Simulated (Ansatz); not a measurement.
# SiH₃O− (SMILES [O-][SiH3]): one structure at several levels

One table from this session's results is given with a row withheld; the runs are named, their logs left out.

Computed with Ansatz 0.2.0, Gaussian basis. Level: single points in def2-TZVPPD.

Correlated methods freeze the cores.

## Where the work starts

SMILES `[O-][SiH3]`, 5 atoms, charge -1, spin multiplicity 1.

Atoms are counted from 1 here; the program's logs count them from 0.

Bond lengths: O1–Si2 1.493 Å, Si2–H3 1.456 Å, Si2–H4 1.662 Å, Si2–H5 1.511 Å. Angles: O1–Si2–H3 116.0°, O1–Si2–H4 114.1°, O1–Si2–H5 116.7°, H3–Si2–H4 106.1°, H3–Si2–H5 107.5°, H4–Si2–H5 93.9°.

Coordinates:

```xyz
5
charge -1, multiplicity 1
O    -1.4795    0.2912    0.6244
Si   -0.1845    0.1330   -0.1009
H    -0.2780   -0.0287   -1.5445
H     0.7481   -1.1300    0.4441
H     0.8788    1.1706    0.1723
```

The first run:

Input file run/in.yaml:

```yaml
crystal:
  periodic: [false, false, false]
  atoms:
    - {symbol: O, position_ang: [-1.479500, 0.291200, 0.624400]}
    - {symbol: Si, position_ang: [-0.184500, 0.133000, -0.100900]}
    - {symbol: H, position_ang: [-0.278000, -0.028700, -1.544500]}
    - {symbol: H, position_ang: [0.748100, -1.130000, 0.444100]}
    - {symbol: H, position_ang: [0.878800, 1.170600, 0.172300]}
basis:
  gaussian: {orbitals: "def2-TZVPPD.json"}
total_charge: -1
correlation: {method: ccsd_t}
output: {forces: true}
```

The basis file named in the input lies beside it (Basis Set Exchange, JSON).

The command line of these runs was not kept.

Steps of the session up to this table: CCSD(T)/def2-TZVPPD; PBE0-D4/def2-TZVPPD; wB97M-V/def2-TZVPPD; r2SCAN-D4/def2-TZVPPD; PBE-D4/def2-TZVPPD; B97M-V/def2-TZVPPD; BHLYP-D4/def2-TZVPPD.

One table of the session follows, with a row left open; its other results are not shown here.

| method | RMS force component (eV/Å) | angle to CCSD(T) forces (°) |
| --- | --- | --- |
| CCSD(T) | 1.687 | reference |
| PBE0-D4 | 1.519 | 3.6 |
| wB97M-V | 1.561 | 1.9 |
| r2SCAN-D4 | 1.565 | 2.6 |
| PBE-D4 | ? | ? |
| B97M-V | 1.374 | 5.4 |
| BHLYP-D4 | 1.354 | 7.8 |

Q: Estimate the row for PBE-D4 from the others.

The run gave: RMS force component (eV/Å): 1.744; angle to CCSD(T) forces (°): 5.0. In the column «RMS force component (eV/Å)» it is the highest.
